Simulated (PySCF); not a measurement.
## Functional dependence of a UV spectrum

Compound: dimethylsilane, C2H8Si.
SMILES: `C[SiH2]C`

Linear-response calculations in the def2-SVPD basis (PySCF; singlets by full response, triplets Tamm–Dancoff, core orbitals frozen in the response; HF means time-dependent Hartree–Fock). 'Strongest' is the level of largest summed f among the singlets computed (10 roots, of which the last may lack a degenerate partner); it can jump between rows when another state enters that window. S1 is the lowest singlet of each run and needn't be the same state throughout; f(S1) is that of one state. Isolated species at its PBE0-D3(BJ)/def2-SVP geometry, gas phase.

```tsv
functional	kind	S1 (eV)	f(S1)	strongest (eV)	T1 (eV)	HOMO (eV)	gap (eV)	ionisation energy, ΔSCF (eV)
LDA	LDA	7.41	0.017	8.54	7.19	-7.54	7.33	10.79
PBE	GGA	7.48	0.030	7.96	7.26	-7.53	7.42	10.75
B3LYP	global hybrid, 20% exact exchange	7.93	0.053	9.03	7.70	-8.61	8.92	10.96
PBE0	global hybrid, 25% exact exchange	8.16	0.058	9.21	7.80	-8.83	9.41	10.96
CAM-B3LYP	range-separated hybrid	8.30	0.081	9.41	7.99	-10.22	11.45	11.11
wB97X-D	range-separated hybrid	8.52	0.082	9.51	8.21	-10.71	12.90	11.07
LC-wPBE	range-separated hybrid	8.94	0.077	9.94	8.22	-11.61	13.89	11.27
HF	Hartree–Fock	9.42	0.174	10.43	8.55	-12.00	14.54	not settled
```

Q: What does BHandHLYP (global hybrid, 50% exact exchange) give?

A: S1 (eV) 8.57, f(S1) 0.093, strongest (eV) 9.68, T1 (eV) 8.24, HOMO (eV) -10.06, gap (eV) 11.14, ionisation energy, ΔSCF (eV) 11.06. S1 runs from 7.41 eV (LDA) to 9.42 eV (HF), a spread of 2.02 eV, while the orbital gap spreads over 7.2 eV. Along PBE (0%), B3LYP (20%), PBE0 (25%), BHandHLYP (50%), HF (100%) S1 rises with the share of exact exchange. −ε(HOMO) comes closest to its own ΔSCF ionisation energy with LC-wPBE (+0.34 eV) and misses most with LDA (-3.26 eV). 'Not settled' means that the ion's SCF failed to converge or may have ended in another state than the lowest.
